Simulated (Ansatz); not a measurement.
fcc Pd, treated with PBE (Ansatz, a quantum-chemistry and plane-wave program, plane waves, PAW).

Numerical settings: plane-wave cutoff 500 eV, 32×32×32 k mesh, Fermi–Dirac smearing 0.1 eV, scalar-relativistic PAW data made under PBE.

Computed at the level's own relaxed cell.

Predict the equilibrium volume per atom and lattice constant a.


- equilibrium volume per atom = 15.35 Å³/atom
- lattice constant a = 3.945 Å

Measured, for comparison: equilibrium volume per atom 14.56 Å³/atom, lattice constant a 3.876 Å (static lattice: zero-point anharmonic expansion removed; as tabulated in Mejia-Rodriguez and Trickey (2018), arXiv:1807.09216). Computed (rounded) less measured: equilibrium volume per atom +5.4 %, lattice constant a +1.8 %.

Cost on a shared machine: around 40 core-seconds (rough).
